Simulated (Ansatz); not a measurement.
We consider hcp Tb, described by r²SCAN+rVV10 (plane waves, PAW; Ansatz, a quantum-chemistry and plane-wave program).

Settings: plane-wave cutoff 500 eV, 24×24×14 k mesh (along the axes of the cell as run), Fermi–Dirac smearing 0.1 eV, spin-polarised with parallel moments, scalar-relativistic PAW data made under PBE.

Cell (relaxed at this level):

Tb is modelled in the hexagonal space group P6₃/mmc (No. 194), the hcp (Mg type) structure, Pearson symbol hP2. Cell: a = b = 3.5900 Å, c = 5.7324 Å, α = β = 90.00°, γ = 120.00°. Tb on 2c is surrounded by 12 Tb at 3.537–3.590 Å (anticuboctahedral). (Neighbours: up to the widest gap in distance over summed covalent radii, below 1.35, at either atom.)

Problem. Estimate the magnetic moment per atom (the cell's total over its atoms) that the calculation returns.

Solution. 
- magnetic moment per atom (the cell's total over its atoms) = 6.64 μB

Note: the 4f shell is treated without U or exact exchange, so its levels and filling can be wrong; the collinear magnetic order is the start's and need not be the measured one.

Moments are spin moments.

Spin–orbit coupling is not included.

The result took around 30 core-minutes (rough).
